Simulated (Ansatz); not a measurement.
# AlF2H3: the cost of one run

All numbers below are computed with Ansatz 0.2.0 (RKS CAM-B3LYP-D4/def2-SVP).

1 further run of the same task is left out (it didn't finish).

**1. The system as given**

Bond lengths: Al1–F2 2.040 Å, Al1–F3 1.690 Å, Al1–H4 1.560 Å. Angles: F2–Al1–F3 120.0°, F2–Al1–H4 120.0°, F3–Al1–H4 120.0°.

Coordinates:

```xyz
6

Al    0.0000    0.0000    0.0000
F     0.0000    0.0000    2.0400
F     1.4635    0.0000   -0.8450
H    -1.3510    0.0000   -0.7800
H     0.0777   -1.7634    0.5865
H     0.0582   -1.3201    1.5347
```

**2. A restrained relaxation towards end A**

Springs on the bonds that form and break draw the guess towards this end; the thresholds are loose.

input.yaml reads:

```yaml
crystal:
  periodic: [false, false, false]
  atoms:
    - { symbol: Al, position_ang: [0.0, 0.0, 0.0] }
    - { symbol: F, position_ang: [0.0, 0.0, 2.04] }
    - { symbol: F, position_ang: [1.4635, 0.0, -0.845] }
    - { symbol: H, position_ang: [-1.351, 0.0, -0.78] }
    - { symbol: H, position_ang: [0.0777, -1.7634, 0.5865] }
    - { symbol: H, position_ang: [0.0582, -1.3201, 1.5347] }
basis:
  gaussian: { orbitals: def2-SVP }
hamiltonian:
  xc: cam_b3lyp
  dispersion: d4
relax:
  f_tol: 0.15
  max_steps: 25
  restrain:
    - { distance: [0, 4], at: 2.76, k: 30.0 }
    - { distance: [5, 1], at: 2.12, k: 30.0 }
    - { distance: [0, 1], at: 1.69, k: 30.0 }
    - { distance: [5, 4], at: 0.66, k: 30.0 }
```

Launch:

```sh
$ ansatz run input.yaml --threads 1 --pin off --max-ram 2048MiB --backend cpu --events-out ev --progress --plain --runs-dir out
```

**Question.** How long does this run take on 1 thread of Arm Neoverse V1, shared host, and how much memory does it need?

About 15 s, with a peak of 0.12 GiB.
